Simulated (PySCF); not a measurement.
Species: C₄H₅N.
Numbering: `[cH:1]1[cH:2][cH:3][nH:4][cH:5]1`

Lines to be assigned: C 1s: 289.82 (area 2), 290.69 (area 2) eV; N 1s: 406.25 eV.

Method used: delta-SCF UKS SCAN, pcX-2 on the ionised atom, pcseg-1 elsewhere, spin-free X2C in PySCF. Geometry: PBE0-D3(BJ)/def2-SVP; no solvent, vibrations or thermal averaging.

**Question.** Which carbon gives which C 1s line?

**Answer.** 289.82 eV: C1/C2 (aromatic CH carbon); 290.69 eV: C3/C5 (aromatic CH next to a ring nitrogen). Lowest listed C 1s: C1/C2, bonded to 2 C (aromatic in the SMILES) and H. Highest, 0.87 eV above it: C3/C5, bonded to N (aromatic in the SMILES), C (aromatic in the SMILES) and H.

Bonded neighbours of each site: C1/C2: 2 C (aromatic in the SMILES) and H; C3/C5: N (aromatic in the SMILES), C (aromatic in the SMILES) and H; N4: 2 C (aromatic in the SMILES) and H.

**Question.** Which photon energy gives electrons from N 1s of N4 a kinetic energy of 100 eV, and what is their de Broglie wavelength?

**Answer.** hν = 406.25 + 100 = 506.25 eV, recoil neglected; λ = 12.264 Å/√(E/eV) = 1.23 Å.

The first atom of each set that the bonding makes equivalent was ionised and stands for the set.
